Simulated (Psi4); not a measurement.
# HNO3 (peroxynitrous acid) at BLYP/6-311+G(d,p)

Aim: the vertical ionisation energy of HNO3 (peroxynitrous acid) at BLYP/6-311+G**, from 2 runs. 

The calculation is run with Psi4 1.11.

5 further runs of the same task are left out: 4 that didn't finish, 1 set aside as unsound or not needed.

**1. The molecule**

The species is HNO3 (5 atoms), meant as a singlet with charge 0. SMILES: `O=NOO`. The coordinates come from a PBE0-D4/def2-TZVP relaxation. This is one conformer, not always the lowest.

Bond lengths: O1–N2 1.180 Å, N2–O3 1.353 Å, O3–O4 1.401 Å, O4–H5 0.984 Å. Angles: O1–N2–O3 114.6°, N2–O3–O4 114.1°, O3–O4–H5 101.0°.

**2. Energy and forces at BLYP/6-311+G(d,p)**

The input, run.py:

```python
import psi4

psi4.set_memory(2200000000)
psi4.set_num_threads(1)
psi4.set_output_file('hno3.out', False)

geom = psi4.geometry("""
0 1
O      0.25766416    -1.57850713     1.85015526
N     -1.64740654    -1.18731492     0.75738333
O     -1.46470782     0.54524268    -1.11304869
O      0.96111471     1.56257674    -1.41266476
H      1.89335440     0.65800264    -0.08178735
units au
symmetry c1
""")

psi4.set_options({
    'puream': True,
    'e_convergence': 1e-09,
    'd_convergence': 1e-08,
    'scf_type': 'pk',
    'dft_radial_points': 99,
    'dft_spherical_points': 590,
})

e, wfn = psi4.gradient("blyp/6-311+G**", molecule=geom, return_wfn=True)
print('gradient / Eh bohr^-1')
print(e.np.round(6))
print(f'energy = {wfn.energy():.10f} Eh')
```

Run with:

```console
$ python run.py
```

hno3.out:

```text
[...]
  Running in c1 symmetry.
[...]
  Nuclear repulsion =  124.505206427260205
[...]
  Multiplicity = 1
[...]
  Nalpha       = 16
  Nbeta        = 16
[...]
    Number of basis functions: 94
[...]
   @RKS iter   1:  -280.74827529723700   -8.42837e-02   7.63189e-03 DIIS/ADIIS
[...]
   @RKS iter  13:  -280.91711405210742   -2.84217e-13   1.09450e-09 DIIS
[...]
    Orbital Energies [Eh]
    ---------------------
    Doubly Occupied:
       1A    -18.933192     2A    -18.874083     3A    -18.872520
       4A    -14.196460     5A     -1.196084     6A     -1.080910
       7A     -0.907888     8A     -0.655957     9A     -0.560904
      10A     -0.503769    11A     -0.497009    12A     -0.399087
      13A     -0.395798    14A     -0.394463    15A     -0.280920
      16A     -0.277863
[...]
  @RKS Final Energy:  -280.91711405210742
   => Energetics <=
    Nuclear Repulsion Energy =            124.5052064272602053
    One-Electron Energy =                -631.1449396455687975
    Two-Electron Energy =                 258.6181773904635293
    DFT Exchange-Correlation Energy =     -32.8955582242623734
    Empirical Dispersion Energy =           0.0000000000000000
    VV10 Nonlocal Energy =                  0.0000000000000000
    Total Energy =                       -280.9171140521074221
[...]
 Multipole Moments:
 ------------------------------------------------------------------------------------
     Multipole            Electronic (a.u.)      Nuclear  (a.u.)        Total (a.u.)
 ------------------------------------------------------------------------------------
 L = 1.  Multiply by 2.5417464519 to convert [e a0] to [Debye]
 Dipole X            :         -0.8180640            1.1412181            0.3231541
 Dipole Y            :         -0.4293901            0.3893579           -0.0400322
 Dipole Z            :          0.1973099           -0.0412057            0.1561042
 Magnitude           :                                                    0.3611089
[...]
  -Total Gradient:
     Atom            X                  Y                   Z
    ------   -----------------  -----------------  -----------------
       1       -0.039552128122     0.011962896560    -0.026976728561
       2        0.046014282563     0.018089116536    -0.004332286671
       3        0.028895764660    -0.011370945843     0.022641738222
       4       -0.026428970075    -0.023387434178     0.016994594512
       5       -0.008928309568     0.004710697505    -0.008331928081
[...]
```

On the terminal:

```text
gradient / Eh bohr^-1
[[-0.039552  0.011963 -0.026977]
 [ 0.046014  0.018089 -0.004332]
 [ 0.028896 -0.011371  0.022642]
 [-0.026429 -0.023387  0.016995]
 [-0.008928  0.004711 -0.008332]]
energy = -280.9171140521 Eh
```

Run time: 19 s. Hardware: 1 thread of Intel Xeon Platinum 8259CL at 2.50GHz (Skylake/Cascade Lake), shared host; peak memory 1 GiB.

**3. The doublet cation, same level**

The input, input.in:

```
memory 2.2 GB

molecule {
  1 2
  O      0.136350    -0.835310     0.979060
  N     -0.871770    -0.628300     0.400790
  O     -0.775090     0.288530    -0.589000
  O      0.508600     0.826880    -0.747550
  H      1.001920     0.348200    -0.043280
  symmetry c1
}

set reference uks
set puream true
set e_convergence 1e-09
set d_convergence 1e-08
set scf_type pk
set dft_radial_points 99
set dft_spherical_points 590
set maxiter 100

e_tot, wfn = gradient('blyp/6-311+G**', return_wfn=True)
oeprop(wfn, 'MAYER_INDICES', 'DIPOLE', 'LOWDIN_CHARGES')
```

Run with:

```console
$ psi4 -n 1 input.in input.out
```

input.out:

```text
[...]
  Running in c1 symmetry.
[...]
  Nuclear repulsion =  124.505206358298807
[...]
  Multiplicity = 2
[...]
  Nalpha       = 16
  Nbeta        = 15
[...]
    Number of basis functions: 94
[...]
   @UKS iter   1:  -280.37157069837906    2.92421e-01   6.19950e-03 ADIIS/DIIS
[...]
   @UKS iter  36:  -280.48962304197346   -1.12550e-11   5.37129e-09 DIIS
[...]
   @S^2 Observed:                7.602421489E-01
[...]
    Orbital Energies [Eh]
    ---------------------
    Alpha Occupied:
       1A    -19.276575     2A    -19.235946     3A    -19.218559
       4A    -14.526148     5A     -1.526462     6A     -1.413826
       7A     -1.243336     8A     -0.979230     9A     -0.877122
      10A     -0.824268    11A     -0.811093    12A     -0.728850
      13A     -0.718462    14A     -0.709365    15A     -0.621686
      16A     -0.600914
    Alpha Virtual:
      17A     -0.454318    18A     -0.388530    19A     -0.237124
      20A     -0.220540    21A     -0.152053    22A     -0.126213
      23A     -0.114136    24A     -0.085636    25A     -0.055445
[...]
  @UKS Final Energy:  -280.48962304197346
   => Energetics <=
    Nuclear Repulsion Energy =            124.5052063582988069
    One-Electron Energy =                -620.8056429769854958
    Two-Electron Energy =                 248.3040530490825972
    DFT Exchange-Correlation Energy =     -32.4932394723693392
    Empirical Dispersion Energy =           0.0000000000000000
    VV10 Nonlocal Energy =                  0.0000000000000000
    Total Energy =                       -280.4896230419734593
[...]
  -Total Gradient:
     Atom            X                  Y                   Z
    ------   -----------------  -----------------  -----------------
       1        0.007456694979     0.019127596164    -0.006526946900
       2        0.002254009074     0.024362722071    -0.053107220748
       3        0.005074251671    -0.024232475657     0.056719551911
       4        0.010804824550    -0.026311280840     0.012389774743
       5       -0.025588690352     0.007057901617    -0.009479670982
[...]
 Multipole Moments:
 ------------------------------------------------------------------------------------
     Multipole            Electronic (a.u.)      Nuclear  (a.u.)        Total (a.u.)
 ------------------------------------------------------------------------------------
 L = 1.  Multiply by 2.5417464519 to convert [e a0] to [Debye]
 Dipole X            :         -0.6308365            1.1412181            0.5103816
 Dipole Y            :         -0.4044422            0.3893579           -0.0150843
 Dipole Z            :          0.1824632           -0.0412057            0.1412575
 Magnitude           :                                                    0.5297835
[...]
```

It took 55 s on 1 thread of Intel Xeon Platinum 8259CL at 2.50GHz (Skylake/Cascade Lake), shared host; peak memory 1 GiB.

**4. Summary of results**

At BLYP/6-311+G**:

```
                                          quantity          value
                        singlet HNO3: total energy  -280.91711 Eh
                       singlet HNO3: dipole moment         0.92 D
                         singlet HNO3: HOMO energy       -7.56 eV
                         singlet HNO3: LUMO energy       -3.77 eV
                       singlet HNO3: HOMO–LUMO gap        3.79 eV
            singlet HNO3: largest force on an atom     2.552 eV/Å
                      doublet cation: total energy  -280.48962 Eh
doublet cation: HOMO energy (highest over α and β)      -15.89 eV
 doublet cation: LUMO energy (lowest over α and β)      -15.74 eV
                              doublet cation: ⟨S²⟩          0.760
          doublet cation: largest force on an atom     3.182 eV/Å
vertical ionisation energy (to the doublet cation)      11.633 eV
```

What this shows: The vertical ionisation energy comes to 11.63 eV (1122 kJ/mol). The largest force (singlet HNO3) is 2.55 eV/Å: the shape isn't a stationary point for this species at this level. −ε(HOMO) before ionisation, 7.56 eV, is 4.07 eV below this ionisation energy.
